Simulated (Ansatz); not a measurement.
```yaml
crystal:
  periodic: [false, false, false]
  atoms:
    - {symbol: B, position_ang: [0.264671, -0.167405, 0.129534]}
    - {symbol: H, position_ang: [0.292401, 1.015071, 0.271046]}
    - {symbol: H, position_ang: [-0.557071, -0.847666, -0.400590]}
basis:
  gaussian: {orbitals: cc-pVTZ, fitting: {mean_field: def2-universal-jkfit}}
magnetization: {spin_polarized: true, initial_magnetization: 1}
hamiltonian: {xc: {name: HSE06}, dispersion: d3bj}
accuracy: high
output: {forces: true}
```

```sh
$ ansatz run in.yaml --threads 2 --pin off --events-out ev --progress --plain --max-ram 32768MiB --backend cpu
```

It prints (some lines left out):

```
Functional definition: HSE06
111 factors; integrals over basis functions are off by at most 9.9e-1 eV
111 factors; integrals over basis functions are off by at most 2.3e-9 eV
mean field evaluation 1: about -704.0799 eV, gradient 8.2e0 eV
mean field evaluation 2: about -704.4608 eV, gradient 3.6e0 eV
mean field evaluation 4: about -704.5572 eV, gradient 1.1e-1 eV
mean field evaluation 8: about -704.5575 eV, gradient 7.6e-4 eV
mean field evaluation 16: about -704.5575 eV, gradient 1.3e-8 eV
mean field -704.55749828 eV, -25.8920104955 hartree, gradient 9.3e-9 eV, S^2 0.751949; 1 other end points of the search recorded, 0 dependent functions left out
reference -704.55750114 eV, -25.8920106008 hartree; 4, 3 occupied and 54, 55 virtual orbitals, 111 factors
Total energy: -704.56607682 eV, -25.8923257510 hartree
Atom 0 at     0.264671    -0.167405     0.129534 Å, force    -0.003557     0.002250    -0.001741 eV/Å
Atom 1 at     0.292401     1.015071     0.271046 Å, force    -0.004677    -0.015281    -0.004234 eV/Å
Atom 2 at    -0.557071    -0.847666    -0.400590 Å, force     0.008234     0.013031     0.005975 eV/Å
Dipole moment:    -0.078188     0.049454    -0.038267 e Å
```

It took 1.2 s on 2 threads of an AMD EPYC 7R13 on a shared host, with 0.13 GiB of host memory at the peak.
